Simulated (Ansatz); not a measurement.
Consider the substitution at a C–O bond: `COC(C)(F)F` + `N=S=O` → `CN=S=O` + `CC(O)(F)F`.

Computed with Ansatz on PBE0-D4/def2-TZVP structures; ΔE is electronic, products minus reactants. CCSD(T)/CBS is the MP2 limit (def2-TZVPP, def2-QZVPP) plus CCSD(T) − MP2 in def2-TZVPP, frozen cores. This one scheme is used for every species. Functionals use def2-TZVPP. B3LYP here is the variant with VWN-RPA as its local correlation; programs differ in this. One conformer a species, not always the lowest.

Question: Is it downhill or uphill in electronic energy at CCSD(T)/CBS, and by how much? (An estimate is asked.)

Answer: Computed: Downhill: ΔE = -43.9 kJ/mol.

Question: What do these levels give: r2SCAN-D4, PBE0-D4, PBE0, B3LYP, CCSD/def2-TZVPP, MP2/CBS(def2)? (Estimate.)

Answer: The calculation gave: r2SCAN-D4 -46.7, PBE0-D4 -48.1, PBE0 -48.9, B3LYP -46.2, CCSD/def2-TZVPP -42.0, MP2/CBS(def2) -49.7 kJ/mol.

Largest T1 diagnostic among the species: 0.020, so the coupled-cluster value is less sure than usual.
